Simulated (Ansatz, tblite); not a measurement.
# The cluster AlB3+: a ladder of methods and basis sets

An exercise on one series of results from a longer session: the logs are not shown, and one member is left open.

Method: as each input shows; program: Ansatz 0.2.0, Gaussian basis.

Plan: GFN1-xTB, GFN2-xTB, PBE-D4/def2-TZVP, r2SCAN-D4/def2-TZVP, ωB97X-V/def2-TZVP, r2SCAN0-D4/def2-TZVP, PBE-QIDH/def2-TZVP, BHLYP-D4/def2-TZVP, BLYP-D4/def2-TZVP, PBE-D4/def2-SVP, PBE0-D4/def2-SVP, HF/STO-3G, HF/6-31G, B3LYP-D4/6-31G, CCSD(T)/def2-TZVPP, MP2/def2-TZVP, RPA/def2-TZVP.

### The relaxed structure

The doublet was relaxed beforehand with PBE0-D4/def2-TZVP. At that level it is the lowest of the isomers that a small search found.

4 atoms, charge 1, spin multiplicity 2.

Bond lengths: B1–B2 1.565 Å, B1–B3 1.520 Å, B2–B3 1.565 Å, B2–Al4 2.139 Å. Angles: B2–B1–B3 60.9°, B1–B2–B3 58.1°, B1–B2–Al4 151.1°, B3–B2–Al4 150.8°, B1–B3–B2 60.9°.

The ion is computed in the gas phase, without counter-ions or solvent.

PBE0-D4/def2-TZVP was run before; its log isn't repeated, and its numbers join the tables.

The first run:

Tight binding, by tblite at 300 K electronic temperature and without a spin-polarisation term:

```python
tblite.interface.Calculator('GFN1-xTB', numbers, positions, charge=1, uhf=1).singlepoint()
```

Tight binding, by tblite at 300 K electronic temperature and without a spin-polarisation term:

```python
tblite.interface.Calculator('GFN2-xTB', numbers, positions, charge=1, uhf=1).singlepoint()
```

start.molden holds the orbitals of an earlier run on this state, given as this run's starting guess.

Input file in.yaml:

```yaml
crystal:
  periodic: [false, false, false]
  atoms:
    - {symbol: B, position_ang: [0.353779, -0.174146, 1.382062]}
    - {symbol: B, position_ang: [-0.052267, -0.061994, -0.125238]}
    - {symbol: B, position_ang: [0.483059, 1.168377, 0.680541]}
    - {symbol: Al, position_ang: [-0.784571, -0.932247, -1.937366]}
basis:
  gaussian: {orbitals: def2-TZVP, initial_orbitals: start.molden}
total_charge: 1
magnetization: {spin_polarized: true, initial_magnetization: 1}
hamiltonian: {xc: pbe, dispersion: d4}
scf: {omitted_lower_state_checks: [starts]}
output: {orbitals: {seedname: orbitals}}
```

Launch:

```
$ ansatz run in.yaml --threads 4 --pin off --events-out ev --progress --plain --max-ram 3916MiB
```

Steps of the session up to this table: PBE-D4/def2-TZVP; r2SCAN-D4/def2-TZVP; ωB97X-V/def2-TZVP; r2SCAN0-D4/def2-TZVP; PBE-QIDH/def2-TZVP; BHLYP-D4/def2-TZVP; BLYP-D4/def2-TZVP; PBE-D4/def2-SVP; PBE0-D4/def2-SVP; HF/STO-3G; HF/6-31G; B3LYP-D4/6-31G; CCSD(T)/def2-TZVPP; MP2/def2-TZVP; RPA/def2-TZVP.

One table of the session follows, with a row left open; its other results are not shown here.

It belongs to the step «Levels side by side». 

```
               level  HOMO (eV)  LUMO (eV)  gap (eV)
           HF/STO-3G     -11.82      -1.75     10.07
            HF/6-31G     -14.15      -5.60      8.55
     PBE-D4/def2-SVP     -11.37     -10.37      1.00
    PBE-D4/def2-TZVP     -11.35     -10.35      1.01
   BLYP-D4/def2-TZVP     -11.17     -10.31      0.86
 r2SCAN-D4/def2-TZVP          ?          ?         ?
      B3LYP-D4/6-31G     -11.95      -9.66      2.29
    PBE0-D4/def2-SVP     -12.32      -9.46      2.85
   PBE0-D4/def2-TZVP     -12.31      -9.44      2.87
r2SCAN0-D4/def2-TZVP     -12.57      -9.08      3.50
  BHLYP-D4/def2-TZVP     -13.12      -8.56      4.56
   ωB97X-V/def2-TZVP     -14.29      -7.63      6.67
```

**Question.** Estimate the row for r2SCAN-D4/def2-TZVP.

As computed: HOMO (eV): -11.66; LUMO (eV): -9.89; gap (eV): 1.77. In the column «HOMO (eV)» it lies between HF/STO-3G (-11.82) and PBE-D4/def2-SVP (-11.37).

To keep in mind: Doubts: large T1 diagnostic, spin contamination. Notes on CCSD(T)/def2-TZVPP: large T1 diagnostic, spin contamination.
